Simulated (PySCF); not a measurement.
Molfile (atoms numbered from 1):
```
C2H3F3
     RDKit          3D

  8  7  0  0  0  0  0  0  0  0999 V2000
    0.6985   -1.6123    0.2855 F   0  0  0  0  0  0  0  0  0  0  0  0
    0.6562   -0.2423    0.3381 C   0  0  0  0  0  0  0  0  0  0  0  0
   -0.6321    0.2398   -0.2820 C   0  0  0  0  0  0  0  0  0  0  0  0
   -0.7165    1.5811   -0.0985 F   0  0  0  0  0  0  0  0  0  0  0  0
   -0.6320    0.0015   -1.6124 F   0  0  0  0  0  0  0  0  0  0  0  0
    1.5037    0.1691   -0.2167 H   0  0  0  0  0  0  0  0  0  0  0  0
    0.6992    0.0787    1.3820 H   0  0  0  0  0  0  0  0  0  0  0  0
   -1.5187   -0.2345    0.1500 H   0  0  0  0  0  0  0  0  0  0  0  0
  1  2  1  0
  2  3  1  0
  3  4  1  0
  3  5  1  0
  2  6  1  0
  2  7  1  0
  3  8  1  0
M  END
```

- B97-2/pcSseg-2 with gauge-including orbitals
- geometry: PBE0-D3(BJ)/def2-TZVP
- run in PySCF
- equivalent nuclei averaged, single conformer, no relativistic terms, gas phase

Scale: TMS for 13C and 1H; 19F against CFCl3 (reference shieldings calculated alike).

```json
{"atoms": "C2", "nucleus": "13C", "count": "1", "δ (ppm)": "86.0"}
{"atoms": "H8", "nucleus": "1H", "count": "1", "δ (ppm)": "6.02"}
{"atoms": "C3", "nucleus": "13C", "count": "1", "δ (ppm)": "?"}
{"atoms": "F4/F5", "nucleus": "19F", "count": "2", "δ (ppm)": "?"}
{"atoms": "F1", "nucleus": "19F", "count": "1", "δ (ppm)": "-256.9"}
{"atoms": "H6/H7", "nucleus": "1H", "count": "2", "δ (ppm)": "4.41"}
```

Fill in the missing shifts.

## Answers


- C3: 121.4 ppm, sp3 CH bonded to 2 F; 2 electronegative neighbours deshield it
- F4/F5: -143.5 ppm, fluorine of a CF2 group

Shifts are as computed. Against solution values, carbons near 30 ppm lie about +3 ppm off and those near 130 ppm about +7 ppm. Of 1211 compounds with measured shifts, 218 miss one by over three times the rms of a fit or turn the order of signals round; such compounds aren't used in these exercises. Unscaled 19F shifts against computed CFCl3 carry errors that often reach 10 to 50 ppm.
